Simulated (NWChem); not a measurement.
## Total energies of allene (C$_{3}$H$_{4}$)

```xyz
7

C      0.0000     0.0000     1.3078
C      0.0000     0.0000     0.0000
C      0.0000     0.0000    -1.3078
H      0.0000    -0.9368     1.8749
H      0.0000     0.9368     1.8749
H      0.9368     0.0000    -1.8749
H     -0.9368     0.0000    -1.8749
```
Charge 0, spin multiplicity 1.

Program: NWChem. Structure: optimised with PBE0/def2-SVP, a minimum by its harmonic frequencies.

Basis set: 3-21G (35 functions).

```json
[
 {"method": "RHF", "total energy (Ha)": "-115.21798"},
 {"method": "MP2", "total energy (Ha)": "-115.48218"},
 {"method": "B2PLYP", "total energy (Ha)": "-115.83518"},
 {"method": "PBE", "total energy (Ha)": "-115.85412"},
 {"method": "B3LYP", "total energy (Ha)": "-116.02012"},
 {"method": "BHandHLYP", "total energy (Ha)": "-115.93520"},
 {"method": "CCSD(T)", "total energy (Ha)": "-115.52528"}
]
```

Total energies of different functionals aren't comparable as a measure of quality: only differences taken within one method are. 

The correlated methods keep 3 core orbitals frozen. B3LYP has NWChem's definition, with VWN1-RPA local correlation. Coupled-cluster values serve here as a point of comparison, not as the truth.
